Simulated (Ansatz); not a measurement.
## Ruthenium, hcp: convergence with the k-point mesh

Computed with Ansatz, LDA, scalar-relativistic PAW, on the relaxed cell (a = 2.678 Å, c = 4.218 Å (c/a = 1.575); spin not included). Errors count from a run at 420 eV on a Γ-centred 22×22×12 mesh with Fermi-Dirac smearing of 0.1 eV, extrapolated to zero width. Fixed here: cutoff 420 eV, Fermi-Dirac width 0.1 eV. The SCF starts from atomic densities corrected by a trained network.

```json
{"k-mesh": "2×2×1", "E(σ→0) error (meV/atom)": "309.5", "P (GPa)": "7.55", "SCF iterations": "7"}
{"k-mesh": "4×4×2", "E(σ→0) error (meV/atom)": "-200.0", "P (GPa)": "-4.32", "SCF iterations": "6"}
{"k-mesh": "5×5×3", "E(σ→0) error (meV/atom)": "-4.1", "P (GPa)": "-1.05", "SCF iterations": "6"}
{"k-mesh": "8×8×5", "E(σ→0) error (meV/atom)": "-19.6", "P (GPa)": "-0.51", "SCF iterations": "6"}
{"k-mesh": "11×11×6", "E(σ→0) error (meV/atom)": "6.8", "P (GPa)": "0.09", "SCF iterations": "6"}
{"k-mesh": "14×14×8", "E(σ→0) error (meV/atom)": "3.1", "P (GPa)": "0.08", "SCF iterations": "6"}
{"k-mesh": "19×19×11", "E(σ→0) error (meV/atom)": "0.2", "P (GPa)": "-0.03", "SCF iterations": "6"}
```

**Question.** What does the run at 7×7×4 give (k-mesh)?

**Answer.** E(σ→0) error (meV/atom): 32.2; P (GPa): 0.57; SCF iterations: 6.

Within 5 meV/atom of the last row: from 14×14×8 on.
